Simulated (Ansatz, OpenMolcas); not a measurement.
**PH2 (SMILES [PH2]): methods side by side**

PH2: 3 atoms, total charge 0, spin state doublet. As SMILES, `[PH2]`. Geometry: relaxed at GFN2-xTB.

```xyz
3

P     0.5145   -0.3028    0.2527
H     0.1115    1.0274    0.1724
H    -0.6260   -0.7246   -0.4251
```

Each level gives the energy change with the P1–H3 bond stretched from 1.392 to 3.480 Å (eV). The values are calculated.

| level | kind | program | value (eV) | less FCI/6-31G* |
| --- | --- | --- | --- | --- |
| UHF/6-31G* (spherical functions) | Hartree–Fock | Ansatz | 2.33 | -0.55 |
| U-revPBE/6-31G* (spherical functions) | GGA | Ansatz | 3.26 | +0.38 |
| UPBE0/6-31G* (spherical functions) | global hybrid | Ansatz | 3.30 | +0.42 |
| UCAM-B3LYP/6-31G* (spherical functions) | range-separated hybrid | Ansatz | 3.38 | +0.50 |
| RPA@PBE/6-31G* (spherical functions) | RPA | Ansatz | 3.02 | +0.14 |
| UMP2/6-31G* (spherical functions) | perturbation theory | Ansatz | 2.80 | -0.08 |
| UBCCD(T)/6-31G* (spherical functions) | coupled cluster or CI | Ansatz | 2.89 | +0.01 |
| UCCSD(T)/6-31G* (spherical functions) | coupled cluster or CI | Ansatz | 2.89 | +0.01 |
| FCI/3-21G | exact in the basis | OpenMolcas | 2.50 | -0.38 |
| FCI/6-31G* (spherical functions) | exact in the basis | Ansatz | 2.88 | 0.00 |

FCI/6-31G* (spherical functions) is exact within its basis and frozen core, so for wave-function methods in that basis the difference is their error; functionals converge differently with the basis, so for them it is only a difference. The first shape isn't each level's own minimum. The values span 2.33 to 3.38 eV. Spin contamination of the reference (⟨S²⟩ at least 0.1 too high) touches UHF/6-31G*, U-revPBE/6-31G*, UPBE0/6-31G*, UCAM-B3LYP/6-31G*, RPA@PBE/6-31G*, UMP2/6-31G*, UBCCD(T)/6-31G*, UCCSD(T)/6-31G*. High-level rows in very small sets aren't better than simpler rows in larger ones.
